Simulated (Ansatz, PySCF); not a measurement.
LiF, SMILES [Li][F]. Atoms are numbered in the order given.

```xyz
2

Li     0.0000     0.0000    -1.1641
F      0.0000     0.0000     0.4038
```

Geometry optimised at PBE0-D3(BJ)/def2-TZVPD.

Two levels are set side by side: PBE-D3(BJ)/def2-TZVPD (Ansatz, an electronic-structure program) and PBE0-D3(BJ)/def2-TZVPD (Ansatz). Each level has its own optimised geometry; the coordinates shown are those of the second. Frequencies come from the Hessian of PySCF at each geometry. Differences are taken from unrounded values.

```csv
quantity,PBE0-D3(BJ),PBE-D3(BJ),PBE-D3(BJ) minus PBE0-D3(BJ)
bond Li1–F2 (Å),1.568,1.582,0.014
highest harmonic wavenumber (cm⁻¹),908,880,-28
mean harmonic wavenumber (cm⁻¹),908,880,-28
zero-point energy (kcal/mol),1.30,1.26,-0.04
```
